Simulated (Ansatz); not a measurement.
Working through a single point from an input written key by key of C₆H₅, SMILES C=C1[C]=CC1=C

Program: Ansatz 0.2.0 through its Python package.

Notebook, run cell by cell (the value of a cell's last expression is shown):

```python
import ansatz
```

```python
deck = {
    "crystal": {
        "periodic": [False, False, False],
        "atoms": [
            {"symbol": "C", "position_ang": [1.9522, 0.014, -0.065]},
            {"symbol": "C", "position_ang": [0.7153, -0.4531, -0.1736]},
            {"symbol": "C", "position_ang": [0.1078, -1.7215, -0.5666]},
            {"symbol": "C", "position_ang": [-1.1309, -1.241, -0.3653]},
            {"symbol": "C", "position_ang": [-0.6079, 0.0611, 0.0416]},
            {"symbol": "C", "position_ang": [-1.1329, 1.2135, 0.4371]},
            {"symbol": "H", "position_ang": [2.1228, 1.0313, 0.2614]},
            {"symbol": "H", "position_ang": [2.7954, -0.6207, -0.3026]},
            {"symbol": "H", "position_ang": [-2.1255, -1.6547, -0.4651]},
            {"symbol": "H", "position_ang": [-0.49, 2.0471, 0.6866]},
            {"symbol": "H", "position_ang": [-2.2064, 1.324, 0.5115]},
        ],
    },
    "magnetization": {"spin_polarized": True, "initial_magnetization": 1},
    "basis": {"gaussian": {"orbitals": "def2-SVP"}},
    "hamiltonian": {"xc": {"name": "B97M-V"}},
}
session = ansatz.Session.from_dict(deck)
summary = session.plan(threads=1).execute().report

print(f"E = {summary['free_energy_ev']:.6f} eV = {summary['free_energy_ev'] / 27.211386246:.7f} Ha")
print("converged:", summary["converged"], " doubts:", summary["published_state_doubts"] or "none")
symbols = ["C", "C", "C", "C", "C", "C", "H", "H", "H", "H", "H"]
```

    E = -6293.545322 eV = -231.2835246 Ha
    converged: True  doubts: none

Reading the output:
- Total energies depend on the basis set; only differences at equal settings carry meaning.
- The geometry is a force-field or estimated start, not a minimum of this method, and the basis set is short of its limit.
- The run takes the species as open-shell (spin multiplicity 2), which needn't be its ground state.
- Run time: 15 s on 1 thread of AMD EPYC 9B14 (Zen 4) (shared host), peak memory 0.36 GiB.
